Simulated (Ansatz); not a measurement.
**N2H3 (quartet): the correlation ladder at distance N1–H4 along a hydrogen transfer = 1.338 Å, cc-pVDZ**

How much of the correlation energy of N2H3 (quartet) does each wave-function method recover here?

Method: cc-pVDZ, core rule «outside noble gas», up to 2 orbitals frozen; program: Ansatz 0.2.0, Gaussian basis.

Plan: UHF; CCSD(T) on ROHF; CCSD(T) on UHF; BCCD(T) on ROHF; CISD; CCSDT(Q) on ROHF; CCSDT(Q) on UHF; CASSCF and MRCISD+Q, 5 electrons in 5 orbitals; CASSCF and NEVPT2, 5 electrons in 5 orbitals; CASSCF and NEVPT2, 13 electrons in 11 orbitals.

7 further runs of the same task are left out: 6 that didn't finish, 1 set aside as unsound or not needed.

**1. The system**

The geometry derives from fragments relaxed apart (PBE0/def2-TZVP) and kept rigid, so it is no stationary point. A hydrogen atom is moved between rigid fragments.

5 atoms, charge 0, spin multiplicity 4.

Atoms are counted from 1 here; the program's logs count them from 0.

Bond lengths: N1–H2 1.012 Å, N1–H3 1.012 Å, H4–N5 1.285 Å. Angles: H2–N1–H3 107.1°.

**2. UHF**

Contents of in.yaml:

```yaml
crystal:
  periodic: [false, false, false]
  atoms:
    - {symbol: N, position_ang: [-1.207870, -0.018366, -0.028586]}
    - {symbol: H, position_ang: [-1.505149, 0.949467, -0.028586]}
    - {symbol: H, position_ang: [-1.505149, -0.420665, 0.851673]}
    - {symbol: H, position_ang: [0.130130, -0.018366, -0.028587]}
    - {symbol: N, position_ang: [1.415130, -0.018365, -0.028587]}
basis:
  gaussian: {orbitals: cc-pVDZ}
magnetization: {spin_polarized: true, initial_magnetization: 3}
hamiltonian: {xc: hf}
output: {orbitals: {seedname: orbitals}}
```

Command:

```console
> ansatz run in.yaml --threads 1 --pin off --events-out ev --progress --plain --max-ram 2393MiB
```

Further steps of the session: CCSD(T) on ROHF; CCSD(T) on UHF; BCCD(T) on ROHF; CISD; CCSDT(Q) on ROHF; CCSDT(Q) on UHF; CASSCF and MRCISD+Q, 5 electrons in 5 orbitals; CASSCF and NEVPT2, 5 electrons in 5 orbitals; CASSCF and NEVPT2, 13 electrons in 11 orbitals.

Q: Predict the results of all the runs planned. Wanted: UCCSDT(Q) below the RHF energy; RMP2 from UCCSDT(Q); UMP2 from UCCSDT(Q); RCCSD from UCCSDT(Q); RCCSD(T) from UCCSDT(Q); UCCSD(T) from UCCSDT(Q); RCCSDT(Q) from UCCSDT(Q); NEVPT2 pair from UCCSDT(Q); MRCISD+Q pair from UCCSDT(Q).

**Answer**, as computed:

| quantity | value |
| --- | --- |
| UCCSDT(Q) below the RHF energy | -9.1047 eV |
| RMP2 from UCCSDT(Q) | +1216.7 meV |
| UMP2 from UCCSDT(Q) | +1260.7 meV |
| RCCSD from UCCSDT(Q) | +251.0 meV |
| RCCSD(T) from UCCSDT(Q) | +43.2 meV |
| UCCSD(T) from UCCSDT(Q) | +41.1 meV |
| RCCSDT(Q) from UCCSDT(Q) | +1.5 meV |
| NEVPT2 pair from UCCSDT(Q) | +1089.0 meV |
| MRCISD+Q pair from UCCSDT(Q) | +98.8 meV |
| NEVPT2 valence from UCCSDT(Q) | +1187.0 meV |
| levels within 1 kcal/mol (43 meV) | RCCSD(T), UCCSD(T), BCCD(T), RCCSDT, UCCSDT, RCCSDT(Q) |
| T1 diagnostic | 0.046 |
| effectively unpaired electrons | 3.03 |

In words: RCCSD(T) misses by +43.2 meV, 0.5 % of the correlation energy. The occupations are near whole numbers, but T1 = 0.046 shows that the orbitals relax strongly. Of the multireference levels listed MRCISD+Q pair comes nearest in total energy (+98.8 meV), which doesn't show that its space is the better one. These misses are within one basis, not against nature; the frozen cores of restricted and unrestricted runs differ, which can shift their rows.
